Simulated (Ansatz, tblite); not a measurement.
Cost and result up the ladder for Si(CCH)H3 (C2H4Si) (7 atoms). Charge 0, multiplicity 1. Geometry: PBE0-D4/def2-TZVP.

```
atom   x (Å)   y (Å)   z (Å)
 Si1  -0.517   0.052  -0.933
  C2   0.360  -0.035   0.663
  C3   0.948  -0.095   1.714
  H4   1.467  -0.148   2.644
  H5   0.474   0.152  -2.032
  H6  -1.397   1.246  -0.946
  H7  -1.336  -1.172  -1.110
```

Ansatz on 4 threads of Intel Xeon 6975P-C on a shared host; xTB runs through tblite on one thread. Times are rough, summed over both states, and most runs start from the orbitals of an earlier one. PBE0-D4/def2-TZVP serves as the yardstick here, not as an exact answer. The other state is a triplet.

The xTB rows come from tblite.

xTB has no spin-polarisation term.

```csv
level,functions,vertical triplet (eV),difference from PBE0-D4/def2-TZVP (eV)
PBE-D4/def2-TZVP (with forces),123,5.20,0.09
PBE0-D4/def2-TZVP,123,5.11,0.00
GFN2-xTB,21,5.43,0.32
GFN1-xTB,25,5.54,0.43
```

(1) Estimate how long each takes.

## Answers

(1) GFN2-xTB 0.004 s; GFN1-xTB 0.006 s; PBE0-D4/def2-TZVP 1.9 s; PBE-D4/def2-TZVP (with forces) 2.8 s. On shared hardware such times vary by a factor of up to 3.
